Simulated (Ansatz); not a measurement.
We consider NaCdAsS₃ (P2₁/c, No. 14; cell taken from a computed entry), described by HSE06 in Ansatz (PAW).

Numerical settings: plane-wave cutoff 460 eV, 6×2×4 k mesh (along the axes of the cell as run), Fermi–Dirac smearing 0.01 eV, scalar-relativistic PAW data made under PBE.

Cell (relaxed with PBEsol):

```
CELL_PARAMETERS angstrom
      5.62347     0.00000    -0.01342
      0.00000    16.38080     0.00000
     -5.51608     0.00000     5.68262
ATOMIC_POSITIONS crystal
  Na 0.20487 0.92507 0.73557
  Na 0.79513 0.07493 0.26443
  Na 0.79513 0.42507 0.76443
  Na 0.20487 0.57493 0.23557
  Cd 0.76667 0.75023 0.76094
  Cd 0.23333 0.24977 0.23906
  Cd 0.23333 0.25023 0.73906
  Cd 0.76667 0.74977 0.26094
  As 0.28405 0.59875 0.77074
  As 0.71595 0.40125 0.22926
  As 0.71595 0.09875 0.72926
  As 0.28405 0.90125 0.27074
  S  0.63817 0.90256 0.66909
  S  0.36183 0.09744 0.33091
  S  0.36183 0.40256 0.83091
  S  0.63817 0.59744 0.16909
  S  0.64688 0.59717 0.72983
  S  0.35312 0.40283 0.27017
  S  0.35312 0.09717 0.77017
  S  0.64688 0.90283 0.22983
  S  0.19478 0.76245 0.22292
  S  0.80522 0.23755 0.77708
  S  0.80522 0.26245 0.27708
  S  0.19478 0.73755 0.72292
```

Problem. Predict the band gap, smallest direct gap on the k points sampled and Γ–Γ gap.

Solution. 
band gap: 2.84 eV
smallest direct gap on the k points sampled: 2.88 eV
Γ–Γ gap: 3.29 eV

Note: cell and atoms aren't relaxed at this level (largest force component 0.29 eV/Å, pressure 1.1 GPa).

Spin–orbit coupling is not included.

Ansatz is a program for electronic structure.
